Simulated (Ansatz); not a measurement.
**BNH3 (quartet): wave-function methods side by side at distance B1–H4 along a hydrogen transfer = 1.640 Å, cc-pVDZ**

Aim: climb from Hartree-Fock through coupled cluster and multireference methods for BNH3 (quartet) at one geometry and basis, and see what each rung misses.

The runs use Ansatz 0.2.0, Gaussian basis; cc-pVDZ, correlated electrons: outside noble gas.

Plan: UHF; CCSD(T) on ROHF; CCSD(T) on UHF; BCCD(T) on ROHF; CISD; CCSDT(Q) on ROHF; CCSDT(Q) on UHF; CASSCF and MRCISD+Q, 5 electrons in 5 orbitals; CASSCF and NEVPT2, 5 electrons in 5 orbitals.

## 1. The geometry

The geometry derives from fragments relaxed apart (PBE0/def2-TZVP) and kept rigid, so it is no stationary point. A hydrogen atom is moved between rigid fragments.

5 atoms, charge 0, spin multiplicity 4.

Atoms are counted from 1 here; the program's logs count them from 0.

Bond lengths: B1–H2 1.193 Å, B1–H3 1.193 Å, H4–N5 1.218 Å. Angles: H2–B1–H3 120.0°.

In the tables R marks a restricted open-shell determinant and U an unrestricted one; 'pair' is the active space of 5 electrons in 5 orbitals; correlation energies count from the lowest restricted Hartree-Fock solution.

## 2. UHF

The input, in.yaml:

```yaml
crystal:
  periodic: [false, false, false]
  atoms:
    - {symbol: B, position_ang: [-1.453988, 0.000000, 0.000000]}
    - {symbol: H, position_ang: [-2.050721, 1.033571, 0.000000]}
    - {symbol: H, position_ang: [-2.050721, -1.033571, 0.000000]}
    - {symbol: H, position_ang: [0.186012, 0.000000, 0.000000]}
    - {symbol: N, position_ang: [1.404012, 0.000000, 0.000000]}
basis:
  gaussian: {orbitals: cc-pVDZ}
magnetization: {spin_polarized: true, initial_magnetization: 3}
hamiltonian: {xc: hf}
output: {orbitals: {seedname: orbitals}}
```

Launch:

```
> ansatz run in.yaml --threads 1 --pin off --events-out ev --progress --plain --max-ram 2393MiB
```

After this run come: CCSD(T) on ROHF; CCSD(T) on UHF; BCCD(T) on ROHF; CISD; CCSDT(Q) on ROHF; CCSDT(Q) on UHF; CASSCF and MRCISD+Q, 5 electrons in 5 orbitals; CASSCF and NEVPT2, 5 electrons in 5 orbitals.

**Question.** What will the summary of the whole plan be? Wanted: correlation energy, UCCSDT(Q); RMP2 from UCCSDT(Q); UMP2 from UCCSDT(Q); RCCSD from UCCSDT(Q); RCCSD(T) from UCCSDT(Q); UCCSD(T) from UCCSDT(Q); RCCSDT(Q) from UCCSDT(Q); NEVPT2 pair from UCCSDT(Q); MRCISD+Q pair from UCCSDT(Q).

The runs gave:

| quantity | value |
| --- | --- |
| correlation energy, UCCSDT(Q) | -6.6298 eV |
| RMP2 from UCCSDT(Q) | +118.2 kJ/mol |
| UMP2 from UCCSDT(Q) | +124.6 kJ/mol |
| RCCSD from UCCSDT(Q) | +14.7 kJ/mol |
| RCCSD(T) from UCCSDT(Q) | +3.1 kJ/mol |
| UCCSD(T) from UCCSDT(Q) | +3.0 kJ/mol |
| RCCSDT(Q) from UCCSDT(Q) | +0.2 kJ/mol |
| NEVPT2 pair from UCCSDT(Q) | +112.5 kJ/mol |
| MRCISD+Q pair from UCCSDT(Q) | +2.4 kJ/mol |
| levels of the table within 1 kcal/mol (43 meV) | RCCSD(T), UCCSD(T), BCCD(T), RCCSDT, UCCSDT, RCCSDT(Q), MRCISD+Q pair |
| T1 diagnostic | 0.025 |

RCCSD(T) lands +3.1 kJ/mol from the yardstick (0.5 % of the correlation energy). Of the multireference levels listed MRCISD+Q pair comes nearest in total energy (+2.4 kJ/mol), which doesn't show that its space is the better one. These misses are within one basis, not against nature; the frozen cores of restricted and unrestricted runs differ, which can shift their rows.
